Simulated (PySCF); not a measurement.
An excited-state job on chlorine (`ClCl`).

Computed with TDDFT CAM-B3LYP/def2-SVPD, vertical, gas phase, core orbitals frozen in the response (PySCF 2.14.0, density-fitted response routines). Geometry: GFN2-xTB. The input is one job of a driver script: a line of settings, then coordinates in Å.

Input:
```
{"job": {"kind": "uv", "xc": "CAM-B3LYP", "basis": "def2-SVPD", "nstates": 8, "ntriplets": 3}, "charge": 0, "multiplicity": 1}
Cl     1.009659    -0.003028    -0.002678
Cl    -1.006902     0.004296    -0.011471
```

Task: Give the output.

Result: 
```
coarse grid: 3248 points
cycle   1  E = -920.0028861801  dE =  8.215e-02  |g| = 1.745e-01  |ddm| = 1.544e+00
cycle   2  E = -920.0082843273  dE = -5.398e-03  |g| = 1.159e-01  |ddm| = 2.466e-01
cycle   3  E = -920.0118152403  dE = -3.531e-03  |g| = 7.826e-03  |ddm| = 1.119e-01
cycle   4  E = -920.0118403366  dE = -2.510e-05  |g| = 9.590e-04  |ddm| = 1.011e-02
cycle   5  E = -920.0118407656  dE = -4.290e-07  |g| = 3.103e-04  |ddm| = 1.741e-03
final grid: 23496 points
cycle   6  E = -920.1037966849  dE = -2.371e-06  |g| = 1.338e-03  |ddm| = 1.064e-02
cycle   7  E = -920.1037969579  dE = -2.730e-07  |g| = 7.218e-04  |ddm| = 2.367e-03
cycle   8  E = -920.1037970748  dE = -1.168e-07  |g| = 7.561e-05  |ddm| = 9.427e-04
cycle   9  E = -920.1037970763  dE = -1.527e-09  |g| = 7.904e-06  |ddm| = 7.231e-05
cycle  10  E = -920.1037970763  dE = -3.070e-11  |g| = 5.027e-07  |ddm| = 1.776e-05
converged SCF energy = -920.1037970763

Static polarisability (au): isotropic 30.473, principal 24.742 24.742 41.936

Singlet excitations
state   eV       nm        f      main configurations
  1   3.4167    362.9   0.00065   H-1->L 0.99
  2   3.4167    362.9   0.00065   H->L 0.99
  3   6.1859    200.4   0.00000   H-2->L 0.91
  4   6.1859    200.4   0.00000   H-3->L 0.91
  5   8.5184    145.5   0.00000   H-1->L+1 0.78, H->L+1 0.16
  6   8.5184    145.5   0.00000   H->L+1 0.78, H-1->L+1 0.16
  7   9.3884    132.1   0.55103   H-4->L 0.68, H->L+4 0.11, H-1->L+3 0.11
  8   9.5263    130.1   0.07536   H->L+2 0.93

Triplet excitations (Tamm-Dancoff, eV): 2.5709 2.5709 5.3204
```

The SCF starts on a coarse grid where the log names one; the energy can jump when the final grid takes over, and dE then counts from the start density on the new grid. H and L stand for HOMO and LUMO; the number after each pair is its weight.

Task: Which computed singlet has the largest oscillator strength, and what do all of them sum to?

Result: State 7 at 9.39 eV (132 nm), f = 0.551; the 8 states sum to 0.628.

Task: How does the lowest singlet excitation compare with the HOMO–LUMO gap?

Result: HOMO -10.31 eV and LUMO -2.44 eV give a gap of 7.87 eV; S1 at 3.42 eV lies 4.45 eV below it.

Summary of the converged run: HOMO -10.31 eV, LUMO -2.44 eV; lowest singlet 3.42 eV; lowest triplet 2.57 eV (Tamm–Dancoff); mean polarisability 30.5 au.

Task: Estimate the wall time. Hardware: Arm Neoverse V1, one thread, on a shared host.

Result: About 1.3 s.
Labels such as C1 count atoms from 1, the log's own numbers from 0.
